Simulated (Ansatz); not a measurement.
Which is lower?

Two relaxed structures of B$_{2}$H$_{3}$S (charge -1), singlet (PBE0-D4/def2-TZVPD; forces vanish, vibrations not checked).

A:

| atom | x (Å) | y (Å) | z (Å) |
| --- | --- | --- | --- |
| B1 | 0.0411 | 0.4403 | -0.4550 |
| B2 | 0.7756 | -0.3879 | 0.5585 |
| S3 | -0.7440 | 0.5780 | 1.3377 |
| H4 | -0.4148 | 0.9972 | -1.4083 |
| H5 | -0.2915 | 1.7393 | 1.9588 |
| H6 | 1.4687 | -1.1267 | 1.1912 |

B:

B1  (-0.382, 0.122, -0.613)
B2  (0.653, -0.394, 0.551)
S3  (-0.355, 0.826, 1.340)
H4  (-0.063, 0.975, -1.419)
H5  (-1.404, -0.483, -0.874)
H6  (1.550, -1.046, 1.015)
(Å)

Computed with Ansatz 0.2.0 (basis: def2-TZVPPD); correlated methods freeze the cores. B3LYP uses VWN-RPA correlation.

Q: Which structure is lower at CCSD(T), and by how much? (An estimate is asked for; the value comes from the calculation.)

A: The calculation gives: B, by 43.16 kcal/mol (electronic energy, against the other). By their contacts, A is B₂H₃S ([BH]1[BH][SH]1), total charge -1 and B is B₂H₃S ([BH]1[BH2][S]1), total charge -1.

All methods give the same order:

| method | E(B) − E(A) (kcal/mol) |
| --- | --- |
| PBE-D4 | -39.52 |
| r2SCAN-D4 | -41.81 |
| PBE0-D4 | -41.57 |
| B3LYP-D4 | -42.87 |
| wB97M-V | -43.05 |
| HF | -50.05 |
| MP2 | -42.79 |
| CCSD | -44.40 |
| CCSD(T) | -43.16 |

No T1 diagnostic of these runs exceeds 0.018.

Labels in which every atom is bracketed show which atoms are joined, not bond orders.

For scale, one of the runs: CCSD(T)/def2-TZVPPD, 176 basis functions, launched by `ansatz run in.yaml --threads 2 --pin off --events-out ev --progress --plain --max-ram 4352MiB`. Hardware: 2 CPU threads of an Arm Neoverse V1, shared host. Wall time 30 s; peak host memory 1.5 GiB.
